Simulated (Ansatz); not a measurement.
Rock-salt MgO was calculated with G0W0@PBEsol (plane waves, hard PAW, contour deformation; Ansatz, a quantum-chemistry and plane-wave program).

The same calculation (at the measured cell, 9.348 Å³/atom) with different numerical settings; throughout: response cutoff 100 eV, empty bands 78:

```csv
run,k mesh,quasiparticle gap on the mesh (eV),quasiparticle gap at Γ (eV),rough time
1,6×6×6,7.014,7.014,30 core-s
2,8×8×8,7.005,7.005,2 core-min
3,10×10×10,6.998,6.998,20 core-min
4,12×12×12,6.994,6.994,60 core-min
```

In the column quasiparticle gap on the mesh (eV) the first row differs from the last by +0.020 and the next to last by +0.004.

The last row is no converged limit: other settings stay fixed.
